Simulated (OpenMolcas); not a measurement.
# P2H2 (phosphanylidenephosphane): methods side by side

P2H2: 4 atoms, total charge 0, spin state singlet. SMILES: `[H]/P=P/[H]`. The coordinates come from a GFN2-xTB relaxation.

Quantity: the vertical energy of the triplet above the singlet, in eV. The values are calculated.

| level | kind | program | value (eV) | CPU time (all runs) |
| --- | --- | --- | --- | --- |
| HF/STO-3G | Hartree–Fock | OpenMolcas | 0.47 | 2.9 s |
| HF/STO-3G, open shells restricted | Hartree–Fock | OpenMolcas | 0.53 | 3.4 s |
| PBE/STO-3G | GGA | OpenMolcas | 2.65 | 8.5 s |
| B3LYP/STO-3G | global hybrid | OpenMolcas | ? | 9.1 s |
| M06-2X/STO-3G | hybrid meta-GGA | OpenMolcas | ? | 10 s |
| PBE0/STO-3G | global hybrid | OpenMolcas | 2.17 | 8.1 s |
| MRCI(2,2)/STO-3G | multireference | OpenMolcas | 2.33 | 3 s |
| FCI/STO-3G, open shells restricted | exact in the basis | OpenMolcas | 2.36 | 7.6 s |

**Question.** Estimate the missing values from the other rows.

**Answer.** As computed at these levels: B3LYP/STO-3G: 2.31 eV; M06-2X/STO-3G: 2.15 eV. The values span 0.47 to 2.65 eV. All rows use very small basis sets, so even the best lies far from the true value. Times are those of the runs behind each value, whatever else they computed, on shared processors of several kinds: orders of magnitude only.
